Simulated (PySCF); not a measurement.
## Gas-phase XPS of `FC[c+]1cc1`, computed

Compound: C4H4F (charge +1).
SMILES with atom numbers: `[F:1][CH2:2][c+:3]1[cH:4][cH:5]1`

Cartesian coordinates in Å at the PBE0-D3(BJ)/def2-SVP level; atoms count from 1:
```xyz
9
C4H4F angstrom
F      1.9332    0.1404   -1.0308
C      1.3031   -0.3026    0.0676
C     -0.1280    0.0184    0.0209
C     -1.1867    0.5744   -0.6517
C     -1.3897    0.0021    0.5612
H      1.3962   -1.4020    0.1760
H      1.7230    0.1483    0.9886
H     -1.5732    1.0971   -1.5305
H     -2.0667   -0.2706    1.3753
```

Computed, not measured: delta-SCF UKS SCAN, pcX-2 on the ionised atom, pcseg-1 elsewhere, spin-free X2C (PySCF). These are vertical core ionisation energies against the vacuum level, from separate self-consistent calculations with and without the core hole.

Task: List the computed XPS lines with their assignment.

Result: 
```
atom(s)                           bonded to  level  binding energy (eV)  above the level's lowest (eV)  count
     F1                                   C   F 1s               698.13                           0.00      1
     C2                        F, C and 2 H   C 1s               299.69                          +0.21      1
     C3  2 C (aromatic in the SMILES) and C   C 1s               299.73                          +0.25      1
  C4/C5  2 C (aromatic in the SMILES) and H   C 1s               299.48                           0.00      2
```

Lowest listed C 1s: C4/C5, bonded to 2 C (aromatic in the SMILES) and H. Highest, 0.25 eV above it: C3, bonded to 2 C (aromatic in the SMILES) and C. The widest gap between neighbouring values is 0.21 eV, between 299.48 and 299.69 eV. Summing the Pauling electronegativity differences to the bonded atoms, each weighted by its formal bond order, gives -0.35 for the lowest site and 0.00 for the highest; the largest sum, +0.73, belongs to C2, 0.04 eV below the top. The values 299.69 and 299.73 eV lie too close for their order to be trusted.

Task: Express the binding energy of C 1s of C3 in atomic units and per mole.

Result: 299.73 eV = 11.0149 Eh = 28920 kJ/mol.

Task: Which photon energy gives electrons from C 1s of C3 a kinetic energy of 20 eV, and what is their de Broglie wavelength?

Result: hν = 299.73 + 20 = 319.73 eV, recoil neglected; λ = 12.264 Å/√(E/eV) = 2.74 Å.

One atom of each set of topologically equivalent atoms was ionised and stands for the set; in this conformer not all members are related by symmetry, and their own values weren't computed. The species carries charge +1, so core ionisation leaves charge +2. The structure is a single PBE0-D3(BJ)/def2-SVP conformer in the gas phase; no vibrational or solvent corrections.

The run took 24 s on Arm Neoverse V1, one thread, no GPU, shared host.
